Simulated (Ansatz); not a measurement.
Ni (fcc, Cu type): values from a third-order Birch-Murnaghan fit to a volume scan beside measured ones. Computed values: PBE (plane waves to 420 eV, PAW, scalar-relativistic; Ansatz, a quantum-chemistry and plane-wave program). Ni was relaxed with its symmetry unable to fall. Relaxed Ni ends ferromagnetic. The PAW data are Ansatz's earlier set. The magnetic order is the one the run started from; other orders were not tried.

| quantity | reference | kind | PBE | difference |
|---|---|---|---|---|
| Lattice constant a (Å) | 3.508 | measured, corrected to the static lattice | 3.519 | +0.3 % |
| Bulk modulus B₀ (GPa) | 192.5 | measured, corrected to the static lattice | 197 | +2.5 % |

PBE overestimates the lattice constant a by 0.3 %. For the bulk modulus B₀ it lies within 5 % of the reference.

References as given in: Daniel Mejia-Rodriguez, S. B. Trickey, Physical Review B (2018), arXiv:1807.09216.

(A scan under strain: stresses follow from slopes of the energy per volume, elastic moduli from its curvatures.)
